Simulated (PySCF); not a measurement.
SiF3NH2, optimised at PBE/def2-SVP:

```xyz
7

N      0.0127     0.8231    -1.4891
Si     0.0013     0.0705     0.0299
F      0.1650    -1.5256    -0.1597
F      1.1740     0.5073     1.0609
F     -1.3864     0.4065     0.7860
H      0.6684     0.5407    -2.2184
H     -0.3256     1.7779    -1.6130
```

Method: PySCF energies (xtb for GFN2) plus ideal-gas RRHO corrections (1 bar). 6-31G* has spherical d functions here. All species are closed-shell singlets. B3LYP is the form with VWN-RPA correlation. SiF3NH2: computed as isolated molecules; such fragments, hydroxides, amides, oligomers or adducts are transient or little studied in the gas.

Q: List the harmonic frequencies (cm⁻¹, unscaled) at this level and at the other levels, each on its own geometry.

A: 
- PBE/def2-SVP: 81, 218, 274, 297, 320, 346, 367, 739, 767, 940, 974, 988, 1478, 3526, 3625
- B3LYP/6-31G*: 92, 233, 310, 312, 337, 369, 386, 771, 825, 984, 998, 1037, 1620, 3594, 3687
- GFN2-xTB: 101, 170, 213, 259, 268, 284, 355, 765, 777, 921, 967, 1040, 1484, 3508, 3544
- HF/6-31G*: 71, 253, 308, 328, 363, 402, 416, 825, 880, 1037, 1054, 1092, 1757, 3816, 3915
- PBE0/def2-TZVP: 91, 237, 290, 310, 344, 370, 392, 781, 804, 970, 1005, 1017, 1580, 3636, 3730
